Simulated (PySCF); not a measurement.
**SiHCl: structure of the singlet**

Where does singlet SiHCl go from a bent start, is the end point a minimum, and what are its modes, charges and moments?

Method: PBE0, basis Si def2-TZVP, H def2-TZVP, Cl def2-TZVP, no relativity, density fitting; program: PySCF 2.14.0.

**1. The system as given**

3 atoms, charge 0, spin multiplicity 1.

Bond lengths: Si1–H2 1.480 Å, Si1–Cl3 2.150 Å. Angles: H2–Si1–Cl3 110.0°.

```xyz
3
charge 0 multiplicity 1
Si    0.0000    0.0000    0.0000
H    -1.2123    0.0000    0.8489
Cl    1.7612    0.0000    1.2332
```

**2. First SCF at the start**

One driver script runs all steps and calls PySCF; scf.py shows how it sets up the SCF of each step. The optimiser is the driver's own. After this first run the driver tries any further starts and a stability analysis.

scf.py reads:

```python
from pyscf import gto, scf, dft
mol = gto.M(atom='''
Si     0.000000     0.000000     0.000000
H     -1.212300     0.000000     0.848900
Cl     1.761200     0.000000     1.233200''',
    basis={'Si': 'def2-TZVP', 'H': 'def2-TZVP', 'Cl': 'def2-TZVP'},
    charge=0, spin=0)
mf = dft.RKS(mol, xc='PBE0')
mf.grids.atom_grid = (50, 194)
aux = {'Si': 'def2-universal-JKFIT', 'H': 'def2-universal-JKFIT', 'Cl': 'def2-universal-JKFIT'}
mf = mf.density_fit(auxbasis=aux)
mf.conv_tol = 1e-08
mf.diis_space = 10
mf.max_cycle = 60
mf.init_guess = 'minao'
mf.verbose = 4
mf.kernel()
```

Started as:

```
> OMP_NUM_THREADS=2 python axn.py task.json out
```

Log:

```text
init E= -749.950067252914
  HOMO = -0.225855435563734  LUMO = -0.124515733046771  gap/eV = 2.75759
cycle= 1 E= -749.993828639594  delta_E= -0.0438  |g|= 0.275  |ddm|=  1.4
  HOMO = -0.253923622128664  LUMO = -0.136108582984377  gap/eV = 3.20591
cycle= 2 E= -749.966661537993  delta_E= 0.0272  |g|= 0.414  |ddm|= 0.67
  HOMO = -0.248670829386526  LUMO = -0.115535607317113  gap/eV = 3.62279
cycle= 3 E= -750.017505664357  delta_E= -0.0508  |g|= 0.0279  |ddm|= 0.384
  HOMO = -0.249779886842386  LUMO = -0.114358093732061  gap/eV = 3.68501
cycle= 4 E= -750.017634187467  delta_E= -0.000129  |g|= 0.00553  |ddm|= 0.0262
  HOMO = -0.250110982972341  LUMO = -0.11434211497178  gap/eV = 3.69446
cycle= 5 E= -750.017640381307  delta_E= -6.19e-06  |g|= 0.00106  |ddm|= 0.00695
  HOMO = -0.250067391602386  LUMO = -0.114324283524422  gap/eV = 3.69376
cycle= 6 E= -750.017640683675  delta_E= -3.02e-07  |g|= 0.000249  |ddm|= 0.00111
  HOMO = -0.250044137216264  LUMO = -0.114304823201984  gap/eV = 3.69365
cycle= 7 E= -750.017640703477  delta_E= -1.98e-08  |g|= 8.24e-05  |ddm|= 0.000379
  HOMO = -0.250050637855431  LUMO = -0.114311718634713  gap/eV = 3.69364
cycle= 8 E= -750.017640705801  delta_E= -2.32e-09  |g|= 8.13e-06  |ddm|= 0.000108
  HOMO = -0.250050521365374  LUMO = -0.114312010704847  gap/eV = 3.69363
Extra cycle  E= -750.017640705831  delta_E= -3e-11  |g|= 3.9e-06  |ddm|= 1.36e-05
converged SCF energy = -750.017640705831
```

This step, with its further starts and checks, ran for 3.8 s (2 threads of Arm Neoverse V1, shared host).

The starts that the driver tried:

| start | energy (Eh) |
| --- | --- |
| the minimal-basis guess | -750.017641 |
| a thermally smeared density | -750.017641 |
| a smeared PBE density | -750.017641 |

The test of internal stability and the other starts found no lower closed-shell solution.

**3. Relaxing the singlet from the bent start**

The program finds Cs symmetry in the start, which this walk keeps. The walk stops when the largest gradient is under 0.0003 Eh/bohr and the energy has settled too.

Edit scf.py of step 2 so:

```diff
@@ -3,3 +3,3 @@
-Si     0.000000     0.000000     0.000000
-H     -1.212300     0.000000     0.848900
-Cl     1.761200     0.000000     1.233200''',
+Si    -0.943893     0.000000    -0.687672
+H     -2.156193     0.000000     0.161228
+Cl     0.817307     0.000000     0.545528''',
@@ -15 +14,0 @@
-mf.init_guess = 'minao'
```

The optimiser's trace:

| step | energy (Eh) | change (kJ/mol) | largest symmetric gradient (Eh/bohr) |
| --- | --- | --- | --- |
| 0 | -750.017641 | 0.00 | 0.02911 |
| 1 | -750.026319 | -22.78 | 0.00842 |
| 2 | -750.026728 | -23.86 | 0.00191 |
| 3 | -750.026746 | -23.91 | 0.00095 |
| 4 | -750.026750 | -23.92 | 0.00006 |

The walk took 2.8 s.

Geometry (Å) and forces (eV/Å) at some steps:

```
step 0
Si  -0.944   0.000  -0.688   1.498   0.000  -1.100
H   -2.156   0.000   0.161  -0.259   0.000   1.236
Cl   0.817   0.000   0.546  -1.239   0.000  -0.136
step 1
Si  -0.921   0.000  -0.808   0.222   0.000   0.395
H   -2.040   0.000   0.257   0.213   0.000  -0.100
Cl   0.678   0.000   0.570  -0.435   0.000  -0.294
step 2
Si  -0.913   0.000  -0.806  -0.088   0.000   0.084
H   -2.020   0.000   0.262   0.098   0.000  -0.088
Cl   0.650   0.000   0.563  -0.010   0.000   0.004
step 3
Si  -0.914   0.000  -0.804  -0.047   0.000   0.009
H   -2.017   0.000   0.261   0.040   0.000  -0.029
Cl   0.649   0.000   0.562   0.007   0.000   0.020
step 4
Si  -0.916   0.000  -0.805  -0.001   0.000  -0.004
H   -2.014   0.000   0.260   0.000   0.000  -0.003
Cl   0.647   0.000   0.563   0.001   0.000   0.007
```

End point (Cs, 4 steps, 23.9 kJ/mol gained): Si–Cl 2.077 Å, Si–H 1.529 Å; Cl–Si–H 94.7°.

**4. Hessian and properties**

The point is checked on the finer grid, and tightened if its gradient asks for it. The Hessian and the dipole derivatives come from central differences of analytic gradients, with steps of 0.02 bohr.

Edit scf.py of step 3 so:

```diff
@@ -3,3 +3,3 @@
-Si    -0.943893     0.000000    -0.687672
-H     -2.156193     0.000000     0.161228
-Cl     0.817307     0.000000     0.545528''',
+Si    -0.837510     0.000000    -0.764371
+H     -1.935519     0.000000     0.300107
+Cl     0.726220     0.000000     0.603057''',
@@ -9 +9 @@
-mf.grids.atom_grid = (50, 194)
+mf.grids.atom_grid = (75, 302)
@@ -12 +12 @@
-mf.conv_tol = 1e-08
+mf.conv_tol = 1e-10
```

The driver hands on the density of the step before, so the log starts near convergence.

SCF at the final geometry:

```text
init E= -750.026728792468
  HOMO = -0.256808254413276  LUMO = -0.109137599448609  gap/eV = 4.01832
cycle= 1 E= -750.02672879246  delta_E= 7.96e-12  |g|= 8.19e-06  |ddm|= 1.29e-05
  HOMO = -0.256807766352942  LUMO = -0.109136908786667  gap/eV = 4.01833
Extra cycle  E= -750.026728792448  delta_E= 1.27e-11  |g|= 1.09e-05  |ddm|= 1.68e-05
converged SCF energy = -750.026728792448
```

The whole step took 15 s.

Geometry: Cs; Si–Cl 2.077 Å, Si–H 1.529 Å; Cl–Si–H 94.7°.

Harmonic modes (main isotopes):

```
symmetry  ω (cm⁻¹)  IR (km/mol)     type
      a'       527          102  stretch
      a'       812         46.6     bend
      a'      2019          270  stretch
```

Every mode is real; the point is a minimum.

Constants and moments:

* Dipole moment: 0.97 D
* Highest occupied level: -6.99 eV
* Lowest empty level: -2.97 eV
* Rotational constants: 7.499, 0.2452, 0.2374 cm⁻¹
* Zero-point energy: 20.1 kJ/mol
* Principal polarisabilities: 31.8, 38.7, 51.6 bohr³
* Atomisation energy without zero-point energy: 732 kJ/mol
* Principal traceless quadrupole moments about the centre of mass: -3.64, 0.42, 3.22 D Å
* Entropy at 298.15 K and 1 bar: 251.2 J/(mol K)
* Heat capacity Cp at 298.15 K: 40.9 J/(mol K)
* Enthalpy at 298.15 K above 0 K: 10.65 kJ/mol
* Rotational symmetry number: 1

Populations by atom (charges in e):

```
atom  Mulliken  Löwdin  polar tensor  Mayer order to Si1
 Si1      0.24   -0.10          0.72                   –
  H2     -0.02   -0.07         -0.21                0.93
 Cl3     -0.22    0.17         -0.51                1.22
```

Mulliken populations on Si1: s 5.82, p 7.70, d 0.22, f 0.03.

**5. Would spin polarisation lower it?**

At the lowest minimum the closed shell is tested against spin polarisation, on the (50, 194) grid. It is stable.

**6. Results**

| quantity | value |
| --- | --- |
| minimum | singlet, Cs |
| geometry | Si–Cl 2.077 Å, Si–H 1.529 Å; Cl–Si–H 94.7° |
| wavenumbers (cm⁻¹) | 527 (a'), 812 (a'), 2019 (a') |
| dipole moment | 0.97 D |
| highest occupied, lowest empty level | -6.99, -2.97 eV |
| polar-tensor charge of Si1 | +0.72 e |
| zero-point energy | 20.1 kJ/mol |
| entropy at 298.15 K | 251.2 J/(mol K) |
| atomisation energy (no zero-point energy) | 732 kJ/mol |

The molecule stays Cs, as typed, and the end point is a minimum. The strongest infrared band lies at 2019 cm⁻¹ (a', stretch). Other starts or spin states, not run here, may lie lower.

The search up to here ran for 23 s (2 threads of Arm Neoverse V1, shared host).
